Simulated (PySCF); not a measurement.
33S chemical shifts

One averaged value for each set of equivalent atoms, a single conformation, isolated molecule, no relativistic terms. GIAO PBE0/pcSseg-1 shieldings; coordinates at the GFN2-xTB level; PySCF 2.14.0 with density-fitted response routines.

Shieldings were converted by a linear fit to measured shifts: 33S: δ = 158.28 − 0.937σ (rms 33.3 ppm, 20 shifts vs sulfate, solution or neat liquid). Occasional misses reach two or three times the rms, and more in compound classes unlike the fitted ones.

Task: Give the 33S shifts of `c1cc2sccc2s1`, `CC[Si@@](C)(O)S`, `C=CCn1ncc(SC)n1`, `F[Si@@H]1SC[C@H](C(F)(F)F)S1`.

Result: 
| compound | environment | δ (ppm) |
| --- | --- | --- |
| c1cc2sccc2s1 | aromatic ring sulfur (×2) | -146 |
| CC[Si@@](C)(O)S | sulfur bonded to Si, H | -487 |
| C=CCn1ncc(SC)n1 | sulfide sulfur | -347 |
| [F:1][Si@@H:2]1[S:3][CH2:4][C@H:5]([C:6]([F:7])([F:8])[F:9])[S:10]1 | S10: sulfur bonded to C, Si, in a 5-membered ring | -350 |
| [F:1][Si@@H:2]1[S:3][CH2:4][C@H:5]([C:6]([F:7])([F:8])[F:9])[S:10]1 | S3: sulfur bonded to C, Si, in a 5-membered ring | -403 |

Task: Order these by 33S shift, lowest first.
A. CC[Si@@H](O)SC
B. COC(=O)COC(=S)O[SiH3]
C. O=S1CCCCC1
D. CCc1cc(SC)nnn1
E. COC(=O)[Si@H](OC=O)SC
F. CS[C@@H]1[SiH2]O[SiH2]C1=O

Result: E (-493 ppm, sulfur bonded to C, Si), A (-448 ppm, sulfur bonded to C, Si), F (-371 ppm, sulfide sulfur), D (-285 ppm, sulfide sulfur), B (-171 ppm, thione sulfur), C (-7 ppm, sulfoxide sulfur).
